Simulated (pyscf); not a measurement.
PySCF, gas phase, ωB97X-D3(BJ)/def2-SVP geometries.

Q: How much does it cost (ΔH, 298 K, ωB97M-D3(BJ)/def2-TZVP) to split H₃C–CH₂–O–CH=O at its C–C bond into CH₃• + •H₂C–O–CH=O?

A: C–C to CH₃• + •H₂C–O–CH=O: 376.1 kJ/mol. The 7 functionals that were run give +339.0 (r²SCAN) to +378.4 kJ/mol (ωB97X-D3(BJ)). The radicals are drawn with the spin at the cut bond; how far it spreads was not checked. •H₂C–O–CH=O lies 76.8 kJ/mol over its isomer •H₂C–C(=O)–OH, and others may lie lower still (electronic energy, ωB97M-D3(BJ)).
